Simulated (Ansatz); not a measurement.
Relaxation of BH5S (7 atoms, charge 0, multiplicity 1), to a largest force component of 0.03 eV/Å in at most 50 steps.

Method: RKS PBE-D4/def2-SVP (Ansatz).

```xyz
7
Properties=species:S:1:pos:R:3
B -0.456 -1.114 -0.204
S 1.211 1.579 0.052
H -1.357 -0.670 -0.886
H 0.388 -1.839 -0.686
H 0.624 0.716 0.931
H -0.440 -0.889 0.955
H 0.030 2.217 -0.162
```

Task: Where does it end, and by what steps?

Result: The forces met the threshold. After 11 steps the energy has fallen by 0.771 eV; S2 moved furthest, 0.89 Å. Joined: B1–S2.

```
step  energy less start (eV)  largest force component (eV/Å)  accepted
   0                  0.0000                           0.917       yes
   1                 -0.1178                           0.513       yes
   2                 -0.2199                           0.937       yes
   3                 -0.3586                           1.092       yes
   4                 -0.5023                           1.674       yes
   5                 -0.6477                           0.829       yes
   6                 -0.7115                           0.177       yes
   7                 -0.7408                           0.526       yes
   8                 -0.7525                           0.542       yes
   9                 -0.7684                           0.136       yes
  10                 -0.7704                           0.050       yes
  11                 -0.7710                           0.006       yes
```

```xyz
7
Properties=species:S:1:pos:R:3
B -0.344 -0.767 -0.215
S 0.654 0.952 -0.230
H -1.069 -0.601 -1.191
H 0.579 -1.549 -0.423
H 1.330 0.960 0.959
H -0.902 -0.864 0.867
H -0.249 1.870 0.234
```

Run time: 14 s on 1 thread of Arm Neoverse V1, on a shared host, peak memory 0.1 GiB.
